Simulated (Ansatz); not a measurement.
Task: a relaxed scan of one distance of H2MgO2, SMILES [OH][Mg][OH], with Ansatz 0.2.0, Python API. Give the script and its output. Level of theory (for the species named): B3LYP, def2-SVP basis, multiplicity 1.

```yaml
atoms:
  - { symbol: O, position_ang: [-1.6641, -0.1492, -1.0468] }
  - { symbol: Mg, position_ang: [0.0026, -0.1566, -0.0348] }
  - { symbol: O, position_ang: [1.6924, -0.2016, 0.9769] }
  - { symbol: H, position_ang: [-2.3302, 0.0872, -0.3772] }
  - { symbol: H, position_ang: [2.3492, 0.3465, 0.4405] }
```

`run_relaxed_scan.py`
```python
import ansatz as az
import numpy as np


def main() -> None:
    geometry_ang = [
        ("O", [-1.6641, -0.1492, -1.0468]),
        ("Mg", [0.0026, -0.1566, -0.0348]),
        ("O", [1.6924, -0.2016, 0.9769]),
        ("H", [-2.3302, 0.0872, -0.3772]),
        ("H", [2.3492, 0.3465, 0.4405]),
    ]
    h2mgo2 = az.Crystal.molecule()
    for symbol, xyz in geometry_ang:
        h2mgo2 = h2mgo2.atom(symbol, xyz)

    base = h2mgo2.calculation().basis(gaussian="def2-SVP").functional("B3LYP")
    symbols = [site.symbol for site in h2mgo2.cartesian_sites]
    pairs = [(0, 1), (0, 3), (1, 2), (2, 4)]
    print("held (A)   E (eV)        ", "  ".join(f"{symbols[i]}{i}-{symbols[j]}{j}" for i, j in pairs))
    for length in [0.9, 0.97, 1.05, 1.17, 1.31]:
        data = base.relax(constraints=[az.DistanceConstraint((0, 3), at=length)], force_tolerance=0.02, max_steps=60).run(threads=1, backend="cpu").report
        xyz = np.array(data["positions_ang"])
        print(f"{length:6.2f} {data['free_energy_ev']:14.5f}  ", "  ".join(f"{np.linalg.norm(xyz[i] - xyz[j]):.3f}" for i, j in pairs))


if __name__ == "__main__":
    main()
```

```console
$ python run_relaxed_scan.py
held (A)   E (eV)         O0-Mg1  O0-H3  Mg1-O2  O2-H4
DeckWarning: relax.constraints: the input's atoms, or those drawn, lie off the distances that are held; a relaxation that starts there is brought onto them ahead of its first SCF, by positions alone, an atom by 3.68e-2 Å at the most. With the symmetry [...]
  0.90    -9568.62136   1.760  0.900  1.760  0.953
  0.97    -9568.70379   1.766  0.970  1.763  0.953
  1.05    -9568.51019   1.794  1.050  1.764  0.954
  1.17    -9567.93026   1.818  1.170  1.763  0.954
  1.31    -9567.09438   1.835  1.310  1.763  0.954
```
(Warnings from the package without file and line, shortened, repeats left out.)

What to keep in mind:
- Total energies depend on the basis set; only differences at equal settings carry meaning.
- The energies are electronic: no zero-point or thermal terms, and the basis set is short of its limit.
- b3lyp holds the VWN-RPA fit, as in Gaussian; the form of ORCA and Turbomole is b3lyp5.
- Run time: 74 s on 1 thread of AMD EPYC 7B13 (Zen 3) (shared host), peak memory 0.19 GiB.
